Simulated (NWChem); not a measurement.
System: C$_{2}$H$_{5}$O anion

The following NWChem deck was run.

```
start job
memory heap 200 mb stack 900 mb global 1100 mb
charge -1
geometry units angstroms noautosym nocenter noautoz
  C      0.225666    -1.179921     0.000000
  C     -0.481220     0.208882     0.000000
  O      0.346877     1.253613     0.000000
  H     -0.503790    -2.017154     0.000000
  H      0.870594    -1.268821    -0.891488
  H      0.870594    -1.268821     0.891488
  H     -1.196942     0.166803     0.891757
  H     -1.196942     0.166803    -0.891757
end
basis spherical
  * library def2-svp
end
dft
  xc b3lyp
  iterations 150
  mulliken
end
task dft energy
esp
  recalculate
  probe 0.07
  range 0.3
  factor 1.0
  spacing 0.02
end
task esp
```

Output (shortened):

```
             Northwest Computational Chemistry Package (NWChem) 7.3.0
             --------------------------------------------------------

                             Geometry "geometry" -> ""
                             -------------------------

 Output coordinates in angstroms (scale by  1.889725989 to convert to a.u.)

  No.       Tag          Charge          X              Y              Z
 ---- ---------------- ---------- -------------- -------------- --------------
    1 C                    6.0000     0.22566600    -1.17992100     0.00000000
    2 C                    6.0000    -0.48122000     0.20888200     0.00000000
    3 O                    8.0000     0.34687700     1.25361300     0.00000000
    4 H                    1.0000    -0.50379000    -2.01715400     0.00000000
    5 H                    1.0000     0.87059400    -1.26882100    -0.89148800
    6 H                    1.0000     0.87059400    -1.26882100     0.89148800
    7 H                    1.0000    -1.19694200     0.16680300     0.89175700
    8 H                    1.0000    -1.19694200     0.16680300    -0.89175700

 Effective nuclear repulsion energy (a.u.)      73.9262245162

                                 NWChem DFT Module
                                 -----------------

 Summary of "ao basis" -> "ao basis" (spherical)
 ------------------------------------------------------------------------------
       Tag                 Description            Shells   Functions and Types
 ---------------- ------------------------------  ------  ---------------------
 C                          def2-svp                 6       14   3s2p1d
 O                          def2-svp                 6       14   3s2p1d
 H                          def2-svp                 3        5   2s1p

            General Information
            -------------------
          SCF calculation type: DFT
          Wavefunction type:  closed shell.
          No. of atoms     :     8
          No. of electrons :    26
           Alpha electrons :    13
            Beta electrons :    13
          Charge           :    -1
          Spin multiplicity:     1
          Use of symmetry is: off; symmetry adaption is: off
          Maximum number of iterations: 150
          AO basis - number of functions:    67
                     number of shells:    33
          Convergence on energy requested:  1.00D-06
          Convergence on density requested:  1.00D-05
          Convergence on gradient requested:  5.00D-04

              XC Information
              --------------
                         B3LYP Method XC Potential
                     Hartree-Fock (Exact) Exchange  0.200
                        Slater Exchange Functional  0.800 local
                    Becke 1988 Exchange Functional  0.720 non-local
              Lee-Yang-Parr Correlation Functional  0.810
                  VWN I RPA Correlation Functional  0.190 local

             Grid Information
             ----------------
          Grid used for XC integration:  medium
          Radial quadrature: Mura-Knowles
          Angular quadrature: Lebedev.
          Tag              B.-S. Rad. Rad. Pts. Rad. Cut. Ang. Pts.
          ---              ---------- --------- --------- ---------
          C                   0.70       49           8.0       434
          O                   0.60       49          10.0       434
          H                   0.35       45           9.0       434
          Grid pruning is: on
          Number of quadrature shells:   372
          Spatial weights used:  Erf1

      Superposition of Atomic Density Guess
      -------------------------------------

 Sum of atomic energies:        -152.43716997

 Renormalizing density from      25.00 to     26

      Non-variational initial energy
      ------------------------------

 Total energy =    -157.696889
 1-e energy   =    -366.598623
 2-e energy   =     134.975510
 HOMO         =       0.050084
 LUMO         =       0.348866

     ---------------------------------------------
      Total Density - Mulliken Population Analysis
     ---------------------------------------------

    Atom       Charge   Shell Charges
 -----------   ------   -------------------------------------------------------
    1 C    6     5.98   1.99  0.88  0.23  1.72  1.13  0.02
    2 C    6     5.39   1.99  0.83  0.22  1.51  0.78  0.06
    3 O    8     9.04   1.99  1.04  0.82  2.82  2.36  0.01
    4 H    1     1.09   0.70  0.36  0.02
    5 H    1     1.06   0.70  0.33  0.02
    6 H    1     1.06   0.70  0.33  0.02
    7 H    1     1.20   0.74  0.44  0.02
    8 H    1     1.20   0.74  0.44  0.02

   convergence    iter        energy       DeltaE   RMS-Dens  Diis-err
 ---------------- ----- ----------------- --------- --------- ---------
 d= 0,ls=0.0,diis     1   -154.1546851431 -2.28D+02  2.97D-02  9.43D-01
 d= 0,ls=0.0,diis     2   -154.0861909899  6.85D-02  1.73D-02  1.75D+00
 d= 0,ls=0.0,diis     3   -154.2792766960 -1.93D-01  1.00D-02  8.56D-02
 d= 0,ls=0.0,diis     4   -154.2848286594 -5.55D-03  5.18D-03  2.09D-02
 d= 0,ls=0.0,diis     5   -154.2871266772 -2.30D-03  7.31D-04  3.32D-04
  Resetting Diis
 d= 0,ls=0.0,diis     6   -154.2871743145 -4.76D-05  2.94D-05  2.91D-06
 d= 0,ls=0.0,diis     7   -154.2871746138 -2.99D-07  1.79D-05  5.51D-07
 d= 0,ls=0.0,diis     8   -154.2871745728  4.10D-08  1.19D-05  8.71D-07
 d= 0,ls=0.0,diis     9   -154.2871746839 -1.11D-07  2.68D-06  9.80D-09

         Total DFT energy =     -154.287174683874
      One electron energy =     -362.140223335364
           Coulomb energy =      155.454825787440
    Exchange-Corr. energy =      -21.528001652169
 Nuclear repulsion energy =       73.926224516220

 Numeric. integr. density =       26.000000194869

                       DFT Final Molecular Orbital Analysis
                       ------------------------------------

 Vector   11  Occ=2.000000D+00  E=-8.804494D-02
              MO Center=  2.2D-01,  9.8D-01, -1.5D-10, r^2= 1.5D+00
   Bfn.  Coefficient  Atom+Function         Bfn.  Coefficient  Atom+Function
  ----- ------------  ---------------      ----- ------------  ---------------
    33      0.370309  3 O  py                31      0.316801  3 O  s
    32      0.296266  3 O  px                19     -0.273629  2 C  py
    36      0.237797  3 O  py                18     -0.230582  2 C  px
    35      0.190461  3 O  px                30      0.179559  3 O  s
    16     -0.152672  2 C  s                 43     -0.114681  4 H  s

 Vector   12  Occ=2.000000D+00  E= 6.200762D-02
              MO Center=  1.8D-01,  8.5D-01, -3.1D-08, r^2= 1.8D+00
   Bfn.  Coefficient  Atom+Function         Bfn.  Coefficient  Atom+Function
  ----- ------------  ---------------      ----- ------------  ---------------
     3      0.584246  1 C  s                 32     -0.439975  3 O  px
    33      0.357933  3 O  py                35     -0.338335  3 O  px
    36      0.303799  3 O  py                44     -0.270334  4 H  s
     5      0.174551  1 C  py                59     -0.174182  7 H  s
    64     -0.174182  8 H  s                  7     -0.173221  1 C  px

 Vector   13  Occ=2.000000D+00  E= 6.558096D-02
              MO Center=  3.6D-02,  9.9D-01,  3.1D-08, r^2= 1.6D+00
   Bfn.  Coefficient  Atom+Function         Bfn.  Coefficient  Atom+Function
  ----- ------------  ---------------      ----- ------------  ---------------
    34      0.569174  3 O  pz                37      0.450961  3 O  pz
    59     -0.336848  7 H  s                 64      0.336848  8 H  s
    58     -0.207057  7 H  s                 63      0.207056  8 H  s
    23      0.200091  2 C  pz                 9     -0.158931  1 C  pz
    49     -0.149486  5 H  s                 54      0.149486  6 H  s

[...]

                     NWChem Electrostatic Potential Fit Module
                     -----------------------------------------

 Atom parameters

 Number of atoms is                                    8
 Number of basis functions is                         67

 Grid parameters

 Maximum number of grid points is                  33549
 Number of grid points is                          33548
 Grid range                                     0.300000 nm
 Grid spacing                                   0.020000 nm
 Probe radius                                   0.070000 nm
 Atom radius factor                             1.000000

 Atomic radii

    1    0.100000
    6    0.147000
    8    0.136000
 FASTESP  F
  using M.O. file = ./job.movecs

    Atom              Coordinates                           Charge

                                                  ESP

    1 C     0.022567   -0.117992    0.000000   -0.013994
    2 C    -0.048122    0.020888    0.000000    0.857686
    3 O     0.034688    0.125361    0.000000   -0.968431
    4 H    -0.050379   -0.201715    0.000000   -0.132842
    5 H     0.087059   -0.126882   -0.089149   -0.070302
    6 H     0.087059   -0.126882    0.089149   -0.070346
    7 H    -0.119694    0.016680    0.089176   -0.301423
    8 H    -0.119694    0.016680   -0.089176   -0.300348
                                            ------------
                                               -1.000000

 Dipole moment                                  0.875400

 Quadrupole moment Qxx                          1.524674
                   Qyy                         -7.892260
                   Qzz                          6.367586

 RMS deviation kJ/mol                           0.080153

 RRMS %                                         3.448493
```

Level: B3LYP/def2-SVP. Sets without diffuse functions describe the anion's extra electron poorly. All runs use the structure optimised with B3LYP/def2-SVPD. The highest occupied level is positive, so the extra electron may be held by the finite basis. B3LYP is NWChem's, with the RPA form of VWN correlation.
